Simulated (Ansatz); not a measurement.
# SiH₂O: geometry and frequencies at several levels, part 2 of 2

The task, for SiH₂O: geometry and frequencies at several levels.

Ansatz 0.2.0, Gaussian bases. The steps go on from the part before.

## Step 10: Frequencies, PBE-D4/def2-SVP

input.yaml reads:

```yaml
crystal:
  periodic: [false, false, false]
  atoms:
    - { symbol: O, position_ang: [-1.05136291, -0.19984035, 0.01304642] }
    - { symbol: Si, position_ang: [0.57242449, 0.26867089, 0.02215465] }
    - { symbol: H, position_ang: [-1.24033231, -1.14223142, -0.15383726] }
    - { symbol: H, position_ang: [1.20035073, -1.14397912, -0.27199381] }
basis:
  gaussian: { orbitals: def2-SVP }
hamiltonian:
  xc: pbe
  dispersion: d4
phonons: {}
```

Command:

```sh
$ ansatz run input.yaml --threads 2 --pin off --max-ram 5120MiB --backend cpu --events-out ev --progress --plain --runs-dir out
```

Log, shortened:

```text
Warning: RAYON_NUM_THREADS=2 ignored (pool sized by the plan → 2); use --threads N
[...]
Functional definition: PBE
[...]
455 factors; their error is unknown
[...]
mean field -9946.15736946 eV, -365.5145415800 hartree, gradient 3.5e-5 eV, S^2 0.000000; 0 other end points of the search recorded, 0 dependent functions left out
[...]
reference -9946.15739643 eV, -365.5145425711 hartree; 12, 12 occupied and 30, 30 virtual orbitals, 455 factors
[...]
455 factors; their error is unknown
mean field -9946.15720488 eV, -365.5145355317 hartree, gradient 1.7e-6 eV, S^2 0.000000; 0 other end points of the search recorded, 0 dependent functions left out
[...]
reference -9946.15723187 eV, -365.5145365238 hartree; 12, 12 occupied and 30, 30 virtual orbitals, 455 factors
[...]
455 factors; their error is unknown
[...]
reference -9946.15739014 eV, -365.5145423399 hartree; 12, 12 occupied and 30, 30 virtual orbitals, 455 factors
[...]
455 factors; their error is unknown
mean field -9946.15736255 eV, -365.5145413261 hartree, gradient 1.5e-6 eV, S^2 0.000000; 0 other end points of the search recorded, 0 dependent functions left out
[...]
reference -9946.15738952 eV, -365.5145423171 hartree; 12, 12 occupied and 30, 30 virtual orbitals, 455 factors
Total energy: -9946.20110629 eV, -365.5161488789 hartree
Atom 0 at    -1.051363    -0.199840     0.013046 Å, force    -0.000066    -0.000080    -0.000012 eV/Å
Atom 1 at     0.572424     0.268671     0.022155 Å, force    -0.000010     0.000093     0.000018 eV/Å
Atom 2 at    -1.240332    -1.142231    -0.153837 Å, force     0.000029     0.000081     0.000014 eV/Å
Atom 3 at     1.200351    -1.143979    -0.271994 Å, force     0.000047    -0.000094    -0.000020 eV/Å
Dipole moment:    -0.070074    -0.339495    -0.060023 e Å
Vibrations: 648.88 678.59 822.92 929.12 1844.48 3714.47 cm⁻¹, zero-point energy 0.535517 eV
```

Run time: 7.2 s. Hardware: 2 threads of Intel Xeon at 2.50GHz (Skylake/Cascade Lake), shared host; peak memory 0.098 GiB.

Harmonic frequencies (cm⁻¹; negative: imaginary): 649, 679, 823, 929, 1844, 3714.

## Step 11: Relaxation, PBE0-D4/def2-TZVPP

This run stands in another session on the same molecule. It ended at:

```xyz
4

O    -1.0263   -0.2105    0.0098
Si    0.5593    0.2548    0.0201
H    -1.2378   -1.1309   -0.1518
H     1.1859   -1.1307   -0.2687
```

## Step 12: Relaxation, MP2/def2-TZVPP

input.yaml reads:

```yaml
crystal:
  periodic: [false, false, false]
  atoms:
    - { symbol: O, position_ang: [-1.02626836, -0.21051678, 0.0097607] }
    - { symbol: Si, position_ang: [0.55930163, 0.25475309, 0.02009165] }
    - { symbol: H, position_ang: [-1.23780785, -1.13090292, -0.15179527] }
    - { symbol: H, position_ang: [1.18585457, -1.13071339, -0.26868708] }
basis:
  gaussian: { orbitals: def2-TZVPP }
correlation:
  method: mp2
relax:
  f_tol: 0.002
  max_steps: 40
```

Command:

```sh
$ ansatz run input.yaml --threads 2 --pin off --max-ram 5120MiB --backend cpu --events-out ev --progress --plain --runs-dir out
```

Log, shortened:

```text
Warning: RAYON_NUM_THREADS=2 ignored (pool sized by the plan → 2); use --threads N
[...]
Functional definition: HF
[...]
677 factors; integrals over basis functions are off by at most 4.3e-4 eV
[...]
mean field -9932.01342764 eV, -364.9947613053 hartree, gradient 1.7e-6 eV, S^2 0.000000; 0 other end points of the search recorded, 0 dependent functions left out; unrestricted orbitals would lower it
6 core orbitals not correlated: weight in the atoms' cores, before any rotation towards them, 1.000 or more for the frozen orbitals, at most 0.000 for the correlated occupied ones
reference -9932.01342764 eV, -364.9947613053 hartree; 6, 6 occupied and 89, 89 virtual orbitals, 677 factors
second order -9.44290973 eV of doubles, -0.00000000 eV of singles
[...]
mean field -9932.00531262 eV, -364.9944630839 hartree, gradient 2.9e-6 eV, S^2 0.000000; 1 other end points of the search recorded, 0 dependent functions left out; unrestricted orbitals would lower it
6 core orbitals not correlated: weight in the atoms' cores, before any rotation towards them, 1.000 or more for the frozen orbitals, at most 0.000 for the correlated occupied ones
reference -9932.00531262 eV, -364.9944630839 hartree; 6, 6 occupied and 89, 89 virtual orbitals, 677 factors
second order -9.45478767 eV of doubles, -0.00000000 eV of singles
[...]
Total energy: -9941.46010029 eV, -365.3419201220 hartree
Atom 0 at    -1.033483    -0.206302     0.010895 Å, force     0.000001    -0.000032    -0.000006 eV/Å
Atom 1 at     0.563864     0.247156     0.018454 Å, force     0.000007    -0.000006    -0.000001 eV/Å
Atom 2 at    -1.226868    -1.132858    -0.152687 Å, force     0.000004     0.000027     0.000005 eV/Å
Atom 3 at     1.177567    -1.125376    -0.267291 Å, force    -0.000011     0.000011     0.000003 eV/Å
Dipole moment:    -0.015976    -0.330128    -0.060837 e Å
Checks for a lower state left out: cluster_reference
```

Run time: 23 s. Hardware: 2 threads of Intel Xeon at 2.50GHz (Skylake/Cascade Lake), shared host; peak memory 0.18 GiB.

The steps of the relaxation:

| step | E - E(step 1) (eV) | largest force component (eV/Å) |
| --- | --- | --- |
| 1 | 0.0000 | 0.2549 |
| 2 | -0.0027 | 0.1527 |
| 3 | -0.0033 | 0.0830 |
| 4 | -0.0035 | 0.0325 |
| 5 | -0.0036 | 0.0613 |
| 6 | -0.0038 | 0.0054 |
| 7 | -0.0038 | 0.0000 |

Step 1 is the start.

Before: Bond lengths: O1–Si2 1.652 Å, O1–H3 0.958 Å, Si2–H4 1.548 Å. Angles: O1–Si2–H4 97.8°, Si2–O1–H3 118.9°.

After: Bond lengths: O1–Si2 1.660 Å, O1–H3 0.961 Å, Si2–H4 1.530 Å. Angles: O1–Si2–H4 98.0°, Si2–O1–H3 117.2°.

## Step 13: Frequencies, MP2/def2-TZVPP

input.yaml reads:

```yaml
crystal:
  periodic: [false, false, false]
  atoms:
    - { symbol: O, position_ang: [-1.03348343, -0.20630179, 0.01089466] }
    - { symbol: Si, position_ang: [0.56386421, 0.24715556, 0.01845417] }
    - { symbol: H, position_ang: [-1.22686805, -1.13285776, -0.15268733] }
    - { symbol: H, position_ang: [1.17756725, -1.12537601, -0.2672915] }
basis:
  gaussian: { orbitals: def2-TZVPP }
correlation:
  method: mp2
phonons: {}
```

Command:

```sh
$ ansatz run input.yaml --threads 2 --pin off --max-ram 5120MiB --backend cpu --events-out ev --progress --plain --runs-dir out
```

Log, shortened:

```text
Warning: RAYON_NUM_THREADS=2 ignored (pool sized by the plan → 2); use --threads N
[...]
Functional definition: HF
[...]
677 factors; integrals over basis functions are off by at most 3.5e-4 eV
[...]
mean field -9932.00531324 eV, -364.9944631064 hartree, gradient 1.8e-6 eV, S^2 0.000000; 0 other end points of the search recorded, 0 dependent functions left out; unrestricted orbitals would lower it
6 core orbitals not correlated: weight in the atoms' cores, before any rotation towards them, 1.000 or more for the frozen orbitals, at most 0.000 for the correlated occupied ones
reference -9932.00531324 eV, -364.9944631064 hartree; 6, 6 occupied and 89, 89 virtual orbitals, 677 factors
second order -9.45478748 eV of doubles, -0.00000000 eV of singles
[...]
677 factors; integrals over basis functions are off by at most 3.5e-4 eV
[...]
6 core orbitals not correlated: weight in the atoms' cores, before any rotation towards them, 1.000 or more for the frozen orbitals, at most 0.000 for the correlated occupied ones
reference -9932.00531685 eV, -364.9944632393 hartree; 6, 6 occupied and 89, 89 virtual orbitals, 677 factors
second order -9.45477609 eV of doubles, -0.00000000 eV of singles
[...]
Total energy: -9941.46010071 eV, -365.3419201375 hartree
Atom 0 at    -1.033483    -0.206302     0.010895 Å, force     0.000002    -0.000033    -0.000006 eV/Å
Atom 1 at     0.563864     0.247156     0.018454 Å, force     0.000008    -0.000005    -0.000001 eV/Å
Atom 2 at    -1.226868    -1.132858    -0.152687 Å, force     0.000001     0.000027     0.000005 eV/Å
Atom 3 at     1.177567    -1.125376    -0.267292 Å, force    -0.000010     0.000011     0.000003 eV/Å
Dipole moment:    -0.015976    -0.330128    -0.060837 e Å
Vibrations: 646.50 754.77 867.62 986.67 2014.09 3875.97 cm⁻¹, zero-point energy 0.566956 eV
Checks for a lower state left out: cluster_reference
```

Wall time 42 s (2 threads of Intel Xeon at 2.50GHz (Skylake/Cascade Lake), shared host); peak memory 0.18 GiB.

Harmonic frequencies (cm⁻¹; negative: imaginary): 646, 755, 868, 987, 2014, 3876.

## Step 14: The levels compared

| level | O1–Si2 (Å) | rotational constants (MHz) | dipole (D) | highest frequency (cm⁻¹) | CPU time |
| --- | --- | --- | --- | --- | --- |
| HF/STO-3G | 1.6498 | 178720, 16615, 15201 | 1.08 | 4271 | 3.2 s |
| HF/6-31G* | 1.6477 | 176630, 16504, 15094 | 1.95 | 4126 | 7.2 s |
| LDA/def2-SVP | 1.6692 | 164050, 16128, 14685 | 1.79 | 3732 | 6.5 s |
| PBE-D4/def2-SVP | 1.6901 | 163990, 15760, 14378 | 1.69 | 3714 | 9.5 s |
| PBE0-D4/def2-TZVPP | 1.6525 | 171040, 16434, 14994 | 1.60 | - | 24 s |
| MP2/def2-TZVPP | 1.6605 | 172770, 16313, 14906 | 1.61 | 3876 | 39 s |

Constants are for the commonest isotopes at the equilibrium geometry; times are CPU times of the relaxations.

## Step 15: Outcome

The summary covers parts 1 to 2.

| quantity | value |
| --- | --- |
| O1–Si2 at MP2/def2-TZVPP | 1.660 Å |
| frequencies at MP2/def2-TZVPP | 646 to 3876 cm⁻¹ |

In words: The O1–Si2 distance spreads over 0.042 Å, from HF/6-31G* (shortest) to PBE-D4/def2-SVP. No mode is imaginary, so the geometry is a minimum.
